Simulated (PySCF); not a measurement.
# Orbital picture of PH⁺

r²SCAN at R = 1.442 Å; basis P cc-pV(D+d)Z, H cc-pVDZ; no relativity; PySCF 2.14. State: ²Π (doublet), unpaired electrons π ↑. Only the outer orbitals are listed, counted within each symmetry.

```json
{"spin": "α", "orbital": "4σ", "occ.": "1", "ε (eV)": "-24.81", "on P (%)": "89", "main shells (%)": "86 P s, 10 H s"}
{"spin": "α", "orbital": "5σ", "occ.": "1", "ε (eV)": "-17.19", "on P (%)": "71", "main shells (%)": "57 P p, 28 H s, 12 P s"}
{"spin": "α", "orbital": "2π", "occ.": "1", "ε (eV)": "-15.05", "on P (%)": "100", "main shells (%)": "100 P p"}
{"spin": "α", "orbital": "2π", "occ.": "0", "ε (eV)": "-14.07", "on P (%)": "100", "main shells (%)": "100 P p"}
{"spin": "α", "orbital": "6σ", "occ.": "0", "ε (eV)": "-6.92", "on P (%)": "48", "main shells (%)": "52 H s, 35 P p, 15 P d"}
{"spin": "α", "orbital": "7σ", "occ.": "0", "ε (eV)": "0.20", "on P (%)": "63", "main shells (%)": "36 H s, 31 P d, 26 P s"}
{"spin": "β", "orbital": "4σ", "occ.": "1", "ε (eV)": "-23.63", "on P (%)": "84", "main shells (%)": "80 P s, 16 H s"}
{"spin": "β", "orbital": "5σ", "occ.": "1", "ε (eV)": "-16.83", "on P (%)": "72", "main shells (%)": "55 P p, 28 H s, 15 P s"}
{"spin": "β", "orbital": "2π", "occ.": "0", "ε (eV)": "-13.66", "on P (%)": "99", "main shells (%)": "99 P p"}
{"spin": "β", "orbital": "2π", "occ.": "0", "ε (eV)": "-11.90", "on P (%)": "99", "main shells (%)": "99 P p"}
{"spin": "β", "orbital": "6σ", "occ.": "0", "ε (eV)": "-6.41", "on P (%)": "50", "main shells (%)": "49 H s, 36 P p, 13 P d"}
```

Which are the highest filled and the lowest empty level, where do they sit, and how wide is the gap?

Highest filled α 2π at -15.05 eV (in %: 100 P p); lowest empty α 2π at -14.07 eV (in %: 100 P p); the gap at r²SCAN is 0.98 eV. Both belong to one degenerate shell, split only by its one-sided filling, so this is no excitation gap.

* bond order (Mayer): 0.95
* ⟨S²⟩: 0.757
* charge on P (Mulliken, basis-dependent): 0.85
* charge on P (Löwdin, basis-dependent): 0.90
* dipole moment (positive dipole points towards H; it is taken about the centre of mass and depends on that origin): 0.99 D

The state was picked by a PBE0 search and need not be the measured ground state.
